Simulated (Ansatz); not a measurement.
# Relaxing GaGe2O4

The calculation used Ansatz 0.2.0, DFT PBE, scalar-relativistic, plane waves, PAW. Cutoff 420 eV, Γ-centred k mesh, Gaussian smearing, no spin polarisation in the final step.

GaGe2O4 was placed on the K2NiF4 structure type (I4/mmm, No. 139), with Ga in place of Ni, Ge in place of K, O in place of F, at a guessed volume.

```xyz
7
Lattice="-1.8250 1.8250 5.9521 1.8250 -1.8250 5.9521 1.8250 1.8250 -5.9521" Properties=species:S:1:pos:R:3 pbc="T T T"
Ga    0.0000    0.0000    0.0000
Ge    0.0000    0.0000    4.2113
Ge    0.0000    0.0000    7.6928
O     0.0000    1.8250    0.0000
O     1.8250    0.0000    0.0000
O     0.0000    0.0000    1.8250
O     0.0000    0.0000   10.0791
```

Cell and atoms relax at zero pressure; the relaxation can't lower the symmetry of the start. After a coarse first stage the cell is made exact in the group found at 0.06 Å.

The zero of energy is the elements' standard structures at the same level (O₂ as a molecule); no fitted shifts are applied.

Problem. Which crystal results?

Solution. It keeps I4/mmm (No. 139). The result still has the K2NiF4 structure. Conventional cell: a = 3.986 Å, c = 10.688 Å. Ga has 6 O at 1.98–1.99 Å; Ge is coordinated by 1 O at 1.81 Å; around O on Wyckoff site c (2 atoms of the primitive cell) lie 2 Ga at 1.99 Å; O on Wyckoff site e (2 atoms of the primitive cell) has 1 Ge at 1.81 Å and 1 Ga at 1.98 Å.

```xyz
7
Lattice="-1.9930 1.9930 5.3440 1.9930 -1.9930 5.3440 1.9930 1.9930 -5.3440" Properties=species:S:1:pos:R:3 pbc="T T T"
Ga    0.0000    0.0000    0.0000
Ge    0.0000    0.0000    3.7944
Ge    0.0000    0.0000    6.8936
O     0.0000    1.9930    0.0000
O     1.9930    0.0000    0.0000
O     0.0000    0.0000    1.9821
O     0.0000    0.0000    8.7059
```

Problem. What are its volume, energy, density and gap?

Solution. The volume per atom is 12.13 Å³, the density is 5.46 g/cm³ and the energy over the elements is -0.93 eV/atom. The gap on the 14×14×14 mesh is 0 eV (a metal).

The final run used a 14×14×14 mesh on its 7-atom cell and 0.10 eV smearing. For metals, differences of a few meV/atom aren't resolved. A structure relaxed within its symmetry needn't be a true minimum.

Cost: 3 runs of about 5.1 core-minutes in all, on Oxide Virtual Turin-like Processor (Zen 5) (shared hosts).